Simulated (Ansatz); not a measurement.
Geometry optimisation, Ansatz 0.2.0, UKS PBE0-D4/def2-SVP.

input.yaml

```yaml
crystal:
  periodic: [false, false, false]
  atoms:
    - { symbol: C, position_ang: [-0.96451, 0.74782, -0.696] }
    - { symbol: C, position_ang: [0.18529, 0.55189, -0.02346] }
    - { symbol: Si, position_ang: [0.74944, -1.01769, 0.71996] }
    - { symbol: H, position_ang: [-1.66373, -0.05212, -0.87428] }
    - { symbol: H, position_ang: [-1.23759, 1.71248, -1.0897] }
    - { symbol: H, position_ang: [0.83583, 1.40928, 0.11753] }
    - { symbol: H, position_ang: [2.07793, -1.09623, 1.29369] }
    - { symbol: H, position_ang: [0.01735, -2.25543, 0.55227] }
magnetization:
  spin_polarized: true
  initial_magnetization: 1
basis:
  gaussian: { orbitals: def2-SVP }
hamiltonian:
  xc: pbe0
  dispersion: d4
relax:
  f_tol: 0.02
  max_steps: 50
output:
  orbitals: {}
```

Run as:

```bash
$ ansatz run input.yaml --threads 2 --pin off --max-ram 3072MiB --backend cpu --events-out ev --progress --plain --runs-dir out
```

Task: Where does it end, and by what steps?

Result: The run converged. After 9 steps the energy has fallen by 0.161 eV; Si3 moved furthest, 0.27 Å.

| step | energy less start (eV) | largest force component (eV/Å) | accepted |
| --- | --- | --- | --- |
| 0 | 0.0000 | 0.800 | yes |
| 1 | -0.0626 | 0.298 | yes |
| 2 | -0.0993 | 0.890 | yes |
| 3 | -0.1483 | 0.358 | yes |
| 4 | -0.1545 | 0.288 | yes |
| 5 | -0.1593 | 0.116 | yes |
| 6 | -0.1604 | 0.035 | yes |
| 7 | -0.1607 | 0.023 | yes |
| 8 | -0.1608 | 0.021 | yes |
| 9 | -0.1608 | 0.009 | yes |

```xyz
8
Properties=species:S:1:pos:R:3
C -0.932 0.707 -0.694
C 0.181 0.577 0.053
Si 0.655 -0.954 0.969
H -1.623 -0.127 -0.855
H -1.195 1.653 -1.179
H 0.821 1.460 0.180
H 2.132 -1.145 1.080
H -0.038 -2.172 0.447
```

Run time: 18 s on 2 threads of Arm Neoverse V1, with other jobs on the host, peak memory 0.16 GiB.
